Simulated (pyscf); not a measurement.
Elementary routes open to `[SiH2][GeH3]` [doublet] + `[H][H]` in the gas phase (doublet surface):
A. `[SiH3]` [doublet] + `[GeH4]` (Ge–Si, H–H broken; H–Si, Ge–H formed)
B. `[SiH3][GeH3]` + `[H]` [doublet] (H–H broken; H–Si formed)

PySCF, gas phase, ωB97X-D3(BJ)/def2-SVP geometries.

### Question
Rank the routes by free-energy barrier at 298 K, lowest first, for ωB97M-D3(BJ)/def2-TZVP energies (ideal gas, 1 atm, RRHO with modes under 100 cm⁻¹ raised to 100, one conformer, R ln 2 for chiral ones without a mode under 150 cm⁻¹).

### Answer
B (23.4 kcal/mol), A (52.7 kcal/mol)

Route B is the fastest of these, ahead of the next by 29.3 kcal/mol. The most stable products are those of A (ΔG = +1.2 kcal/mol), whose barrier is 29.3 kcal/mol higher: the kinetic and the thermodynamic product differ. At 1200 K B is still the fastest. Only these routes are compared; each barrier is that of the saddle found, and lower ones may exist. Elements up to Kr have no core potential and no relativistic terms here.
